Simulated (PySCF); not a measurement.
# Changing the system itself: NaLi⁻

One physical setting of the base script is moved in each run, with the edits that it forces.

Program: PySCF 2.14.0. Level of theory: method and basis as typed in the scripts. These are calculated values, not measurements.

2 further runs of the same task are left out: 2 that didn't finish.

## (1) The starting structure

NaLi⁻: 2 atoms, charge -1, spin multiplicity 2.

No contacts short enough for the rule that draws bonds.

## (2) Base script

File input.py:

```python
from pyscf import gto, scf

mol = gto.M(
    atom='Na 0 0 0; Li 0 0 3.108',
    basis='x2c-svpall',
    charge=-1,
    spin=1,
    verbose=4,
)
mf = scf.UHF(mol)
mf = mf.sfx2c1e()
mf.kernel()
mf.stability(internal=True, external=True)
mf.dip_moment()
print('orbital energies (hartree):', [e[max(0, n-3):n+3].round(4) for e, n in zip(mf.mo_energy, mol.nelec)])
```

Started as:

```console
$ OMP_NUM_THREADS=1 python input.py
```

Its log is not repeated here.

It gives: E(SCF) = -169.434702 Eh, 12 cycles, ⟨S²⟩ = 1.111, internal stable; real -> complex stable; UHF/UKS -> GHF/GKS stable.

⟨S²⟩ = 1.11 against 0.75 for a pure state: the determinant is spin-contaminated. The bond length is a typed value, not an optimised one. The dipole of an ion depends on the origin.

## (3) PCM, ε = 20.5

Edit 1 changes solvent: none (gas phase) → PCM, ε = 20.5; step after the SCF: stability → analyze.

File input.py:

```python
from pyscf import gto, scf, solvent

mol = gto.M(
    atom='Na 0 0 0; Li 0 0 3.108',
    basis='x2c-svpall',
    charge=-1,
    spin=1,
    verbose=4,
)
mf = scf.UHF(mol)
mf = mf.sfx2c1e()
mf = solvent.PCM(mf)
mf.with_solvent.eps = 20.5
mf.kernel()
mf.analyze()
print('orbital energies (hartree):', [e[max(0, n-3):n+3].round(4) for e, n in zip(mf.mo_energy, mol.nelec)])
```

Started as:

```console
$ OMP_NUM_THREADS=1 python input.py
```

## (4) Charge +1

Edit 2 changes charge: -1 → 1.

input.py: that of step 2 with these lines changed.

```diff
@@ -5,3 +5,3 @@
     basis='x2c-svpall',
-    charge=-1,
+    charge=1,
     spin=1,
```

## (5) Bond 25 Å

Edit 3 changes bond length: 3.108 Å → 25 Å.

input.py: that of step 2 with these lines changed.

```diff
@@ -3,3 +3,3 @@
 mol = gto.M(
-    atom='Na 0 0 0; Li 0 0 3.108',
+    atom='Na 0 0 0; Li 0 0 25',
     basis='x2c-svpall',
```

## (6) Lengths in bohr

Edit 4 changes length unit: angstrom → bohr; bond length: 3.108 Å → 3.108 bohr.

input.py: that of step 2 with these lines changed.

```diff
@@ -7,2 +7,3 @@
     spin=1,
+    unit='bohr',
     verbose=4,
```

**Question.** What will these runs give? Wanted: for each run, E(SCF); from base; gap, α spin; after the SCF.

As calculated:

```tsv
run	E(SCF) (hartree)	from base (eV)	cycles	gap, α spin (eV)	after the SCF
base	-169.434702	0	12	5.77	stable
PCM, ε = 20.5	-169.485660	-1.3866	14	5.96	n/a
charge +1	-169.275362	+4.3359	8	7.19	stable
bond 25 Å (poor choice)	-169.415942	+0.5105	8	2.25	stable
lengths in bohr (poor choice)	-169.325480	not comparable	10	4.94	unstable: internal, UHF/UKS -> GHF/GKS
```

Of the runs whose energies can be compared, “PCM, ε = 20.5” moves the SCF energy most (-1.387 eV). A continuum solvent with ε = 20.5 lowers the energy by 1.387 eV, a large gain because the system is charged. With bond 25 Å the frontier gap moves by over 1.5 eV, which can mean another electronic state rather than the bond length alone. Rows marked «poor choice» come from settings spoiled on purpose.
